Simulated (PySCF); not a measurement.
Series SiXY, Y = H, computed as singlets and as triplets. Isolated molecules, 0 K electronic values unless said otherwise. One relaxed conformer stands for each flexible species; it need not be the lowest. Strings in code marks are SMILES.

These are PBE0-D3(BJ)/def2-TZVP (PySCF) values and carry that method's errors. 

```tsv
species	dipole moment (D)
X = H, multiplicity 3 (`[SiH2]` (excited triplet))	0.04
X = fluoro, multiplicity 1 (`F[SiH]` (lower singlet))	0.96
X = chloro, multiplicity 1 (`[SiH]Cl` (lower singlet))	0.97
X = amino, multiplicity 1 (`N[SiH]` (lower singlet))	–
X = cyano, multiplicity 1 (`[SiH]C#N` (lower singlet))	3.12
X = cyano, multiplicity 3 (`N#C[SiH]` (excited triplet))	3.53
X = ethynyl, multiplicity 1 (`C#C[SiH]` (lower singlet))	1.00
X = mercapto, multiplicity 1 (`S[SiH]` (lower singlet; H–Si–S–H torsion 180°))	–
X = mercapto, multiplicity 3 (`[SiH]S` (excited triplet; H–Si–S–H torsion 93°))	–
X = vinyl, multiplicity 1 (`C=C[SiH]` (lower singlet; C–C–Si–H torsion 180°))	–
X = vinyl, multiplicity 3 (`C([SiH])=C` (excited triplet; C–C–Si–H torsion 0°))	–
X = AlH2, multiplicity 3 (`[AlH2][SiH]` (triplet; the order of the spin states depends on the level))	–
```
